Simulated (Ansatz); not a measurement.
Born–Oppenheimer molecular dynamics of FH4NSi (7 atoms, charge 0, multiplicity 1). It starts at the highest image of a converged band. Of that band: The profile has 2 maxima (images 3, 8) with wells between them (image 5): this band takes more than one step, which may be the mechanism or a detour left from its start path. Neighbouring images differ by up to 2.1 eV, so the band resolves the path poorly. A vibrational analysis at the climbing image gives one clearly imaginary mode, 1263i cm⁻¹: a first-order saddle point.

Level of theory: Ansatz, RKS CAM-B3LYP/def2-SVP.

- ensemble: NVE (velocity Verlet)
- time step: 0.5 fs
- steps asked: 200
- starting velocities drawn for: 100 K
- seed: 7998

First frame:

```xyz
7
Properties=species:S:1:pos:R:3
Si 0.231 -0.053 -0.400
F 0.806 0.012 1.515
H 1.533 -0.064 0.588
H -0.739 1.085 -0.397
N -0.775 -1.397 -0.682
H -1.788 -1.378 -0.632
H -0.408 -2.335 -0.797
```

(1) What does the run give?

(2) What happens to the structure?

(3) How do temperature and energy run in time?

## Answers

(1) The run went to its last step.

```
steps done                                               : 200
time covered                                             : 100 fs
mean temperature over the second half                    : 608 K
spread of the potential energy over the second half      : 5.1 meV per atom
mean potential energy of the second half above the start : -46.9 meV per atom
```

The conserved energy stayed within 0.076 meV per atom of its start (net change -0.059 meV per atom), so the integration is sound. The kinetic energy rose, since the run started high on the potential surface and went downhill. It ends in pieces (FH + H3NSi), so much of that is their flight and rotation, not heat. A run of 0.1 ps of so small a system gives no equilibrium averages. The orbitals stay closed-shell, which can raise the energy where a bond breaks towards radicals; this wasn't checked here.

(2) Between its relaxed ends the band would form F2–H3 and break Si1–F2, Si1–H3. These pairs go: F2–H3 1.18 → 0.93 Å, Si1–F2 2.00 → 3.97 Å, Si1–H3 1.63 → 4.46 Å. In the last frame they stand as after the step (other bonds may differ from the relaxed reactants and products). It ends as FH + H3NSi. Pairs count as bonded within 1.25 times the sum of covalent radii (0.12 Å more for H–H). The details hang on the random start.

(3) 
| time (fs) | T (K) | potential energy less start (eV) | conserved less start (meV/atom) |
| --- | --- | --- | --- |
| 0 | 100 | 0.000 | 0.00 |
| 3 | 76 | 0.015 | 0.03 |
| 6 | 71 | 0.019 | 0.02 |
| 9 | 95 | 0.003 | 0.01 |
| 12 | 118 | -0.012 | 0.02 |
| 15 | 206 | -0.068 | 0.03 |
| 18 | 362 | -0.170 | -0.02 |
| 21 | 466 | -0.236 | 0.03 |
| 24 | 586 | -0.314 | 0.03 |
| 27 | 702 | -0.390 | -0.05 |
| 30 | 751 | -0.421 | 0.00 |
| 33 | 788 | -0.444 | 0.05 |
| 36 | 822 | -0.467 | -0.01 |
| 39 | 839 | -0.478 | -0.05 |
| 42 | 821 | -0.466 | 0.01 |
| 45 | 789 | -0.445 | 0.05 |
| 48 | 784 | -0.442 | -0.04 |
| 51 | 758 | -0.426 | -0.07 |
| 54 | 692 | -0.382 | 0.04 |
| 57 | 663 | -0.364 | 0.05 |
| 60 | 666 | -0.366 | -0.04 |
| 63 | 638 | -0.348 | -0.02 |
| 66 | 599 | -0.322 | 0.06 |
| 69 | 594 | -0.319 | 0.03 |
| 72 | 614 | -0.333 | -0.06 |
| 75 | 606 | -0.327 | -0.04 |
| 78 | 574 | -0.306 | 0.05 |
| 81 | 577 | -0.308 | 0.01 |
| 84 | 588 | -0.316 | -0.06 |
| 87 | 562 | -0.299 | 0.00 |
| 90 | 542 | -0.285 | 0.07 |
| 93 | 559 | -0.297 | 0.01 |
| 96 | 573 | -0.306 | -0.06 |
| 99 | 549 | -0.290 | -0.01 |

The run took 3.8 min on 1 thread of Intel(R) Xeon(R) Platinum 8488C (Sapphire Rapids), with other jobs on the host, peak memory 0.14 GiB.
